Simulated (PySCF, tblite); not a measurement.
# C₄H₁₀NO radical: geometry, infrared bands and EPR parameters

Aim: predict the infrared bands and EPR parameters of C₄H₁₀NO radical (`[CH2]OCCCN`).

Computed with tblite 0.8.0 and PySCF 2.14.0, with density-fitted response routines of our own, on a single molecule in the gas phase. Atoms are numbered from 0 throughout.

## (1) The molecule as given

16 atoms, charge 0, multiplicity 2; geometry from: force field or distance geometry start.

Bonds of the start (Å): C0–O1 1.39, O1–C2 1.38, C2–C3 1.51, C3–C4 1.50, C4–N5 1.46, C0–H6 1.10, C0–H7 1.10, C2–H8 1.13, C2–H9 1.12, C3–H10 1.11, C3–H11 1.14, C4–H12 1.12, C4–H13 1.09, N5–H14 1.07, N5–H15 1.05.

## (2) Relaxing the molecule with GFN2-xTB

What the job is given:

```
{"job": {"kind": "relax", "xc": "GFN2-xTB", "basis": "xTB"}, "charge": 0, "multiplicity": 2}
C      2.558200    -0.201700    -0.212100
O      2.003500     0.701900     0.692600
C      0.641200     0.824700     0.516400
C     -0.097300    -0.480300     0.676500
C     -1.580700    -0.361200     0.491100
N     -1.850300     0.123000    -0.860800
H      3.563800     0.080100    -0.568200
H      2.490700    -1.243800     0.130600
H      0.396000     1.282300    -0.489300
H      0.242200     1.489700     1.329100
H      0.285700    -1.243600    -0.039100
H      0.123000    -0.837200     1.736400
H     -2.086000    -1.360700     0.573900
H     -1.996800     0.285000     1.264300
H     -1.890200     1.190900    -0.882500
H     -2.810500    -0.240300    -1.103000
```

Run with:

```sh
$ OMP_NUM_THREADS=1 python probes_run.py task.json out
```

One launch serves the whole session: the jobs run in the order shown.

**Question.** This job is followed by: GFN2-xTB harmonic vibrations, gas phase; UKS B3LYP, pcH-1 on C H N O, non-relativistic, mean-field spin-orbit, GIAO. Predict these results of the whole session: strongest single infrared mode (GFN2-xTB); zero-point energy (GFN2-xTB); g(iso) (B3LYP); ⟨S²⟩; largest a(iso) (averaged by class); potential on the surface of density 0.002 e/bohr³, 1st and 99th percentile.

As calculated:

| quantity | value |
| --- | --- |
| strongest single infrared mode (GFN2-xTB) | 931 cm⁻¹, 110 km/mol |
| zero-point energy (GFN2-xTB) | 85.4 kcal/mol |
| g(iso) (B3LYP) | 2.00338 |
| ⟨S²⟩ | 0.753 (exact 0.75) |
| largest a(iso) (averaged by class) | 13C on C0, 110.0 MHz |
| potential on the surface of density 0.002 e/bohr³, 1st and 99th percentile | -1.59 V and 1.48 V |

In words: The optimisation took 133 steps and gained 0.679 eV; among the close pairs (by a distance rule), N5–H14 changed most, from 1.069 to 1.014 Å. All 42 modes are real, so the xTB geometry is a minimum. The strongest single mode, at 931 cm⁻¹, is spread over many atoms; the largest shares are those of H15, H14. Unscaled tight-binding wavenumbers are off by several per cent, some by more. Its intensities can rank the bands wrongly. C0 carries the largest spin population, 0.93 e. The isotropic g lies 1.1 ppt above the free-electron value. These values are for one conformer; the search (at its own cheap level) found 2 more, at 0.19, 0.56 kcal/mol, and measured spectra average over such forms.
